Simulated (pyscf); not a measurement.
Thermochemistry of product channels of B–Cl (SMILES [B]Cl) [singlet] + H₂C=CH₂ (SMILES C=C) on the singlet surface, in kcal/mol, from CCSD(T)/def2-TZVPP + ΔMP2(QZVPP) energies (ideal gas, 1 atm, RRHO with modes under 100 cm⁻¹ raised to 100, one conformer, R ln 2 for rigid chiral ones). PySCF, gas phase, ωB97X-D3(BJ)/def2-SVP geometries. Correlated levels are frozen-core, on RHF or UHF. ΔMP2 is the change of the MP2 total energy from the triple- to the quadruple-zeta basis.

```
products                         ΔE  ΔH(298 K)  ΔG(298 K)  ΔG(1200 K)
----------------------------  -----  ---------  ---------  ----------
H₂C=CH–BH–Cl (SMILES C=CBCl)  -66.9      -65.6      -56.0       -27.9
C₂H₄BCl (SMILES ClB1CC1)      -51.5      -50.1      -39.6        -9.1
```

These are energies of the channels, which say nothing of barriers. The CCSD(T) − MP2 part came from Ansatz, without density fitting, on the same reference.
